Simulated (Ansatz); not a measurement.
Ideal-gas functions of AlH₃O₂ (`[OH][AlH][OH]`) at 400 K and 1 bar, from an Ansatz frequency run at PBE0-D4/def2-TZVP.

Molar mass 62.0 g/mol, point group C2v (symmetry number 2), electronic degeneracy 1, moments of inertia 16.644, 76.873, 93.517 u Å². Harmonic wavenumbers (cm⁻¹, unscaled): 249, 299, 356, 513, 537, 613, 674, 811, 918, 2010, 3974, 3977.

Use S(trans) = R[1.5 ln M + 2.5 ln T − 1.1517]; rotational temperatures θ = 24.2544 K / I; S(rot) = R[ln(√π/σ · √(T³/θAθBθC)) + 1.5]; for each mode x = 1.438777 ν̃/T, S = R[x/(eˣ − 1) − ln(1 − e⁻ˣ)] and H = RT x/(eˣ − 1); 1 cm⁻¹ = 0.0119627 kJ/mol; R = 8.31446 J/(mol·K).

Task: By hand: the entropy, in J/(mol·K).

Result: Translation 166.4. Rotation: θ = 1.4572, 0.3155, 0.2594 K, giving 95.0. Vibration, mode by mode: 9.50, 8.10, 6.80, 4.31, 4.02, 3.24, 2.73, 1.85, 1.36, 0.05, 0.00, 0.00, in all 42.0. Electronic 0.0. Sum 303.4 J/(mol·K).

Task: By hand: H − E and G − E in kJ/mol, counted from the electronic energy.

Result: Zero-point energy ½ × 14931 × 0.0119627 = 89.3; thermal vibration 10.5; translation, rotation and pV give 4 RT = 13.3. H − E = 113.1 kJ/mol, and G − E = 113.1 − 400 × 303.4/1000 = -8.3 kJ/mol.

Vibration gives 14 % of the entropy. The sum counts one conformer and one mirror image; others add a mixing term.
